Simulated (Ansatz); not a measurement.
`FCC(F)Cl`, relaxed with RKS PBE0-D4/def2-TZVP in Ansatz from a PBE-D4/def2-SVP geometry. The force threshold is 0.005 eV/Å; the program also tests the step.

Charge 0, multiplicity 1.

Start:

```xyz
8

F    -1.079   -0.645    1.339
C    -0.769    0.061    0.195
C     0.704   -0.132   -0.128
F     1.480    0.417    0.846
Cl    1.044    0.663   -1.712
H    -1.384   -0.303   -0.655
H    -0.963    1.145    0.352
H     0.967   -1.206   -0.238
```

| step | energy (eV) | largest force (eV/Å) | largest move (Å) |
| --- | --- | --- | --- |
| 1 | -20070.9909 | 0.637 | 0.000 |
| 2 | -20071.0234 | 0.198 | 0.018 |
| 3 | -20071.0280 | 0.097 | 0.013 |
| 4 | -20071.0283 | 0.053 | 0.003 |
| 5 | -20071.0284 | 0.006 | 0.002 |
| 6 | -20071.0284 | 0.002 | 0.002 |

End:

```xyz
8

F    -1.072   -0.641    1.321
C    -0.762    0.067    0.185
C     0.696   -0.133   -0.136
F     1.470    0.416    0.831
Cl    1.042    0.649   -1.689
H    -1.376   -0.298   -0.641
H    -0.958    1.128    0.359
H     0.960   -1.188   -0.231
```

Hardware: 2 threads of a server CPU on a shared host. Wall time 28 s, peak host memory 0.39 GiB.
